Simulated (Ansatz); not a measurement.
## Ansatz (development build ahead of 0.2.0) run

```yaml
crystal:
  periodic: [false, false, false]
  atoms:
    - { symbol: C, position_ang: [0.0, 0.0, -0.68491] }
    - { symbol: O, position_ang: [0.0, 0.0, 0.51368] }
basis:
  gaussian: { orbitals: cc-pVTZ }
total_charge: 1
magnetization:
  spin_polarized: true
  initial_magnetization: 1
hamiltonian:
  xc: hf
```

The input is written out in the form of the current development build from the run's settings.

The run gave:

```
Converged                       : yes
Total energy                    : -112.28052 hartree
Spin squared of the determinant : 1.259
```

Caution: the unrestricted determinant is spin contaminated.
